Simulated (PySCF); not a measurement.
**oxygen difluoride: calculation and literature**

Molfile (atoms numbered from 1):
```
F2O
     RDKit          3D

  3  2  0  0  0  0  0  0  0  0999 V2000
   -1.0861   -0.2789   -0.0025 F   0  0  0  0  0  0  0  0  0  0  0  0
    0.0019    0.5473   -0.0115 O   0  0  0  0  0  0  0  0  0  0  0  0
    1.0956   -0.2709    0.0014 F   0  0  0  0  0  0  0  0  0  0  0  0
  1  2  1  0
  2  3  1  0
M  END
```

One computed conformer, no solvent, fast rotation and ring inversion assumed for equivalent nuclei, relativity neglected. J: B3LYP/pcJ-1; GIAO PBE0/pcSseg-1 shieldings; geometry from GFN2-xTB; PySCF 2.14.0 with density-fitted response routines.

Reference values: measured (gas; L. Olsson, D. Cremer, J. Chem. Phys. 105 (1996) 8995).
```
atoms              quantity  reference  computed
   O2  δ 17O vs gaseous H2O      817.1     766.8
```

Reference values: measured (gas; G. L. Stoychev, PhD thesis, Univ. Bonn 2021 (Stoychev, Auer, Izsak, Neese, JCTC 2018, 14, 619)).
```json
{"atoms": "F1/F3", "quantity": "σ 19F", "reference": "-59.7", "computed": "30.7"}
{"atoms": "O2", "quantity": "σ 17O", "reference": "-493.6", "computed": "-430.7"}
```

Absolute shieldings are compared as such; zero-point and thermal motion, absent here, lowers them by some tenths of a ppm for H, a few ppm for C and up to about 10 ppm for F.

Computed shifts are σ(ref) − σ with the named reference compound (TMS for H and C) calculated as an isolated molecule at the same level. The measured values may be among those fitted. Shieldings were converted by a linear fit to measured shifts: 17O: δ = 266.70 − 0.911σ (rms 10.7 ppm, 155 shifts, 12.2 ppm with the 3 outliers that the fit left out vs liquid water, solution or neat liquid). Occasional misses reach two or three times the rms, and more in compound classes unlike the fitted ones.

Coupling constants in Hz:
| coupling | reference | computed | source |
| --- | --- | --- | --- |
| 1J(O2,F1) | -300.0 | -186.8 | measured; Faber and Sauer, Theor. Chem. Acc. 2018, 137, 35 |

4 of the 29 published NMR values on file for this molecule are compared. The rest: values from further sources, other calculations.
